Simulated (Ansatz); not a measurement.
Born–Oppenheimer molecular dynamics of C₂H₆FNO (11 atoms, charge 0, multiplicity 1). It starts at the highest image of a converged band. Of that band: Neighbouring images differ by up to 3.9 eV, so the band resolves the path poorly. A vibrational analysis at the climbing image gives one clearly imaginary mode, 1891i cm⁻¹: a first-order saddle point.

Theory: Ansatz, RHF/def2-SVP.

```json
{
  "ensemble": "NVE (velocity Verlet)",
  "time step": "0.5 fs",
  "steps asked": "200",
  "starting velocities drawn for": "100 K",
  "seed": "2833"
}
```

First frame:

```xyz
11
Properties=species:S:1:pos:R:3
N -0.786 0.502 -1.305
C -0.076 0.967 0.075
O -0.217 -0.038 1.010
C 0.795 -0.935 1.069
F 0.753 -1.758 -0.021
H -1.654 0.935 -1.566
H -0.769 -0.495 -1.417
H 0.272 0.949 -1.218
H -0.676 1.816 0.383
H 0.656 -1.552 1.952
H 1.768 -0.449 1.059
```

(1) How far do the bonds stretch over the last three quarters of this one trajectory? (Pairs bonded in most of those frames.)

Results:

(1) 
| bond | mean (Å) | spread (Å) | shortest | longest |
| --- | --- | --- | --- | --- |
| N1–H6 | 1.014 | 0.029 | 0.95 | 1.08 |
| N1–H7 | 1.010 | 0.019 | 0.97 | 1.05 |
| N1–H8 | 1.008 | 0.017 | 0.97 | 1.04 |
| C2–O3 | 1.319 | 0.051 | 1.26 | 1.46 |
| C2–H9 | 1.099 | 0.013 | 1.08 | 1.12 |
| O3–C4 | 1.386 | 0.036 | 1.33 | 1.45 |
| C4–F5 | 1.348 | 0.016 | 1.32 | 1.39 |
| C4–H10 | 1.086 | 0.012 | 1.07 | 1.11 |
| C4–H11 | 1.086 | 0.014 | 1.07 | 1.11 |

Mean temperature of the second half: 856 K. The conserved energy stayed within 0.21 meV per atom of its start (net change -0.19 meV per atom), so the integration is sound. The system heated up, since it started high on the potential surface and ran downhill. A run of 0.1 ps of so small a system gives no equilibrium averages. The orbitals stay closed-shell, which can raise the energy where a bond breaks towards radicals; this wasn't checked here.

The run took 2.9 min on 2 threads of Arm Neoverse V2 (shared host), peak memory 0.18 GiB.
